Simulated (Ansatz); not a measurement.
# Which is lower?

Two relaxed structures of MgBH₃O, singlet (PBE0-D4/def2-TZVP; forces vanish, vibrations not checked).

A:

```
6
angstrom
B 0.3259 0.4088 0.1985
Mg -1.4557 -0.2788 -1.0897
O 1.0317 -0.5437 0.8703
H -2.7886 -0.7717 -2.0563
H 0.7097 1.5533 0.3447
H 1.7619 -0.1889 1.3888
```

B:

```xyz
6
angstrom
B -1.2169 0.5175 -1.0038
Mg 0.4419 -0.1936 0.3678
O 1.7370 -0.7514 1.4303
H -2.0074 -0.2239 -1.5231
H -1.3891 1.6741 -1.2815
H 2.4344 -1.0227 2.0103
```

Program: Ansatz 0.2.0. Basis: def2-TZVPP. Cores are frozen in the correlated methods. The outer core shell of Li, Na, Mg and K is correlated. The def2 sets are not built for correlating such inner shells, so the correlated values are less sure here. B3LYP uses VWN-RPA correlation.

**Question.** Which structure is lower at CCSD(T), and by how much? (Judge from chemistry; the value comes from the calculation.)

**Answer.** The calculation gives: A, by 11.0 kJ/mol (electronic energy, against the other). By their contacts, A is MgBH₃O ([OH][BH][MgH]) and B is MgBH₃O ([BH2][Mg][OH]).

All methods give the same order:

| method | E(B) − E(A) (kJ/mol) |
| --- | --- |
| PBE-D4 | 25.9 |
| r2SCAN-D4 | 12.8 |
| PBE0-D4 | 20.6 |
| B3LYP-D4 | 14.2 |
| wB97M-V | 14.9 |
| HF | 4.8 |
| MP2 | 3.3 |
| CCSD | 7.3 |
| CCSD(T) | 11.0 |

T1 diagnostic: at most 0.012.

Labels in which every atom is bracketed show which atoms are joined, not bond orders.

For scale, one of the runs: CCSD(T)/def2-TZVPP, 136 basis functions, launched by `ansatz run in.yaml --threads 2 --pin off --events-out ev --progress --plain --max-ram 4352MiB`. The run took 13 s on 2 CPU threads of an Arm Neoverse V2 (shared host), with 0.83 GiB of host memory at its peak.
